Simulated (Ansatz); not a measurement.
# Relaxing Re

The calculation used Ansatz 0.2.0, DFT PBEsol, scalar-relativistic, plane waves, PAW. Cutoff 420 eV, Γ-centred k mesh, Gaussian smearing, no spin polarisation in the final step.

The start puts Re on the beta-tin structure type (I4_1/amd, No. 141), at a guessed volume.

```
Re
1.0
    -2.40641    2.40641    1.31274
     2.40641   -2.40641    1.31274
     2.40641    2.40641   -1.31274
Re
2
Direct
  0.00000 0.00000 0.00000
  0.75000 0.25000 0.50000
```

Cell and atoms relax at zero pressure; the relaxation can't lower the symmetry of the start. After a coarse first stage the cell is made exact in the group found at 0.06 Å.

Energies count from the standard state of Re at the same level.

**Question.** Which crystal results?

**Answer.** It keeps I4_1/amd (No. 141). The result has the beta-tin structure. Conventional cell: a = 4.989 Å, c = 2.576 Å. Around Re lie 6 Re at 2.58 Å.

```cif
data_structure
_symmetry_space_group_name_H-M 'I4_1/amd:1'
_symmetry_Int_Tables_number 141
_cell_length_a 4.9894
_cell_length_b 4.9894
_cell_length_c 2.5761
_cell_angle_alpha 90.000
_cell_angle_beta 90.000
_cell_angle_gamma 90.000
_cell_volume 64.13
loop_
_atom_site_label
_atom_site_type_symbol
_atom_site_symmetry_multiplicity
_atom_site_Wyckoff_symbol
_atom_site_fract_x
_atom_site_fract_y
_atom_site_fract_z
_atom_site_occupancy
Re1 Re 4 a 0.00000 0.00000 0.00000 1
```

**Question.** What are its volume, energy, density and gap?

**Answer.** The volume per atom is 16.03 Å³, the density is 19.29 g/cm³ and the energy over the standard structure is 1.07 eV/atom. The gap on the 24×24×24 mesh is 0 eV (a metal).

The final run used a 24×24×24 mesh on its 2-atom cell and 0.10 eV smearing. The k mesh leaves about 4 meV/atom of noise in metals. Spin–orbit coupling is left out. Symmetry constrained the relaxation, so the result can be a saddle point.

This form isn't the element's structure at ambient conditions.